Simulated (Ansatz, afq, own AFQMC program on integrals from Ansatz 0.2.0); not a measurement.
## Ga2SiH, doublet: AFQMC among the cluster methods

```json
{"atom": "Ga", "x (Å)": "0.0000", "y (Å)": "-0.5215", "z (Å)": "2.5172"}
{"atom": "Si", "x (Å)": "0.0000", "y (Å)": "-0.2414", "z (Å)": "0.0000"}
{"atom": "Ga", "x (Å)": "0.0000", "y (Å)": "-0.5215", "z (Å)": "-2.5172"}
{"atom": "H", "x (Å)": "0.0000", "y (Å)": "1.2844", "z (Å)": "0.0001"}
```

Connectivity, by distances: Ga–SiH–Ga.

Basis cc-pVDZ. Noble-gas cores (and the filled d shells of Ga–Kr and In–Xe) are frozen. AFQMC by an in-house program on the Cholesky factors that Ansatz 0.2.0 writes for its CCSD(T) run. The CISD trial takes its coefficients from CCSD amplitudes. Released means that phaseless walkers are propagated on without the constraint, phases kept. ± is one standard error of the sampling. No spin–orbit coupling.

Determinant: UHF, the one that the program's search chose, which needn't be the lowest solution. The geometry is a point of a scan.

No full CI on the walks' own integrals is used here; CCSDT(Q) serves as the reference and is uncertain by about the last step of the cluster series.

Cautions: no relativity below Rb; no spin-orbit coupling; inner d shell frozen; unrestricted determinant slightly spin contaminated (⟨S²⟩ 0.80 against 0.75); the ph-AFQMC/CISD walk drifts between its halves (2.2 errors).

The T1 diagnostic is 0.0338. The weight of the determinant in the CISD state is 0.804. The ⟨S²⟩ of the determinant is 0.804. The size of the correlated space is 11 electrons in 44 orbitals.

Reference: CCSDT(Q), correlation energy -6.044 eV. The released energy is read at 2.40 1/Eh (meV from the phaseless value at times in 1/Eh: -23 ± 14 at 0.24, -38 ± 12 at 0.51, -69 ± 13 at 0.99, -61 ± 16 at 1.62, -79 ± 17 at 2.40).

```json
{"level": "HF", "E − E(reference) (kJ/mol)": "583.2", "share of correlation (%)": "0.00"}
{"level": "MP2", "E − E(reference) (kJ/mol)": "147.0", "share of correlation (%)": "74.79"}
{"level": "CCSD", "E − E(reference) (kJ/mol)": "27.8", "share of correlation (%)": "95.23"}
{"level": "CCSD(T)", "E − E(reference) (kJ/mol)": "6.4", "share of correlation (%)": "98.90"}
{"level": "CCSDT", "E − E(reference) (kJ/mol)": "1.8", "share of correlation (%)": "99.70"}
{"level": "ph-AFQMC/HF", "E − E(reference) (kJ/mol)": "10.0 ± 3.8", "share of correlation (%)": "98.29"}
{"level": "ph-AFQMC/CISD", "E − E(reference) (kJ/mol)": "4.6 ± 1.3", "share of correlation (%)": "99.22"}
{"level": "released AFQMC", "E − E(reference) (kJ/mol)": "-3.1 ± 1.6", "share of correlation (%)": "100.53"}
```

Released energies are given only where the last usable release times agree within the noise; a slower fall can still hide under it.
